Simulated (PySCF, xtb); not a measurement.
ethanol cation (C2H6O), SMILES CCO (connectivity only; charge and spin as stated), charge +1, multiplicity 2. One conformer was computed; it need not be the lowest.

Harmonic wavenumbers (cm⁻¹) from xtb with GFN2-xTB at its own minimum, in rising order: 114, 412, 433, 644, 951, 952, 1000, 1025, 1129, 1189, 1236, 1290, 1317, 1340, 1412, 2523, 2649, 2901, 2941, 3065, 3352.

Problem. What does PBE0-D3(BJ)/def2-TZVP in PySCF 2.14.0 give at its own minimum? (An estimate is asked for; the answer gives what the named calculation found.)

Solution. 138, 379, 435, 635, 905, 986, 1010, 1053, 1059, 1158, 1314, 1352, 1420, 1437, 1452, 2540, 2704, 3027, 3093, 3158, 3631. Paired by order, the mean absolute difference is 66 cm⁻¹ and the zero-point energies are 45.6 and 47.0 kcal/mol.
